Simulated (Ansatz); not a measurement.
**Hf2S: from a trial structure to a relaxed crystal**

The calculation used Ansatz, DFT r2SCAN, scalar-relativistic, plane waves, PAW. Cutoff 500 eV, Γ-centred k mesh, Gaussian smearing, no spin polarisation in the final step.

The start puts Hf2S on the Cu2Sb structure type (P4/nmm, No. 129), with S in place of Sb, Hf in place of Cu, at a guessed volume.

```
CELL_PARAMETERS angstrom
4.17751 0.00000 0.00000
0.00000 4.17751 0.00000
0.00000 0.00000 6.37405
ATOMIC_POSITIONS crystal
Hf 0.00000 0.00000 0.00000
Hf 0.50000 0.50000 0.00000
Hf 0.00000 0.50000 0.27000
Hf 0.50000 0.00000 0.73000
S 0.00000 0.50000 0.70000
S 0.50000 0.00000 0.30000
```

Cell and atoms relax at zero pressure; the relaxation can't lower the symmetry of the start. After a coarse first stage the cell is made exact in the group found at 0.06 Å.

The zero of energy is the elements' standard structures at the same level; no fitted shifts are applied.

Problem. Which crystal results?

Solution. It keeps P4/nmm (No. 129), but not the shape of the type it started on. Conventional cell: a = 3.824 Å, c = 7.255 Å. Hf on Wyckoff site a (2 atoms of the primitive cell) is coordinated by 4 Hf at 2.70 Å and 4 S at 2.75 Å (next Hf at 3.26 Å); around Hf on Wyckoff site c (2 atoms of the primitive cell) lie 5 S at 2.64–2.78 Å (next Hf at 3.26 Å); around S lie 9 Hf at 2.64–2.78 Å.

```cif
data_structure
_symmetry_space_group_name_H-M 'P4/nmm:1'
_symmetry_Int_Tables_number 129
_cell_length_a 3.8237
_cell_length_b 3.8237
_cell_length_c 7.2554
_cell_angle_alpha 90.000
_cell_angle_beta 90.000
_cell_angle_gamma 90.000
_cell_volume 106.08
loop_
_atom_site_label
_atom_site_type_symbol
_atom_site_symmetry_multiplicity
_atom_site_Wyckoff_symbol
_atom_site_fract_x
_atom_site_fract_y
_atom_site_fract_z
_atom_site_occupancy
Hf1 Hf 2 a 0.00000 0.00000 0.00000 1
Hf2 Hf 2 c 0.00000 0.50000 0.36357 1
S1 S 2 c 0.00000 0.50000 0.72767 1
```

Problem. What are its volume, energy, density and gap?

Solution. The volume per atom is 17.68 Å³. The density is 12.18 g/cm³, the energy over the elements is -0.66 eV/atom and the gap on the 10×10×6 mesh is 0 eV (a metal).

The final run used a 10×10×6 mesh on its 6-atom cell and 0.10 eV smearing. For metals, differences of a few meV/atom aren't resolved. Spin–orbit coupling is left out. Symmetry constrained the relaxation, so the result can be a saddle point. The steps took of the order of 13 core-minutes in all.